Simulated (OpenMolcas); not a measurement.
## How the cost of MP2 grows with the basis: CH2F2 (difluoromethane)

The species is CH2F2 (5 atoms), meant as a singlet with charge 0. As SMILES, `FCF`. Geometry: relaxed at PBE0-D4/def2-TZVP.

MP2, 3 core orbitals frozen, gradient, OpenMolcas 26.06, on 1 thread of Arm Neoverse V1, shared host. N is the number of basis functions, t the processor time.

| basis | N | t (s) | ln N | ln t |
| --- | --- | --- | --- | --- |
| def2-SV(P) | 46 | 3 | 3.829 | 1.099 |
| def2-SVP | 52 | 3.5 | 3.951 | 1.253 |
| def2-TZVP | 105 | 26 | 4.654 | 3.258 |
| def2-TZVPP | 121 | ? | 4.796 | ? |

Question: Fit t = C·Nᵖ to the known rows and estimate the time in def2-TZVPP.

Answer: 
1. Means of the 3 rows: ln N = 4.14467, ln t = 1.8700.
2. Σ(Δln N)² = 0.39657, Σ(Δln N·Δln t) = 1.0698, so the slope is 1.0698/0.39657 = 2.6976.
3. Intercept: 1.8700 − (2.6976) × 4.14467 = -9.3107. The largest residual of the fit is 0.095.
4. ln t = -9.3107 + 2.6976 × 4.796, so t ≈ 38 s.

The run took 46 s, so the estimate is too short by a factor of about 1.2. The fitted power is 2.7, with the electron count fixed.
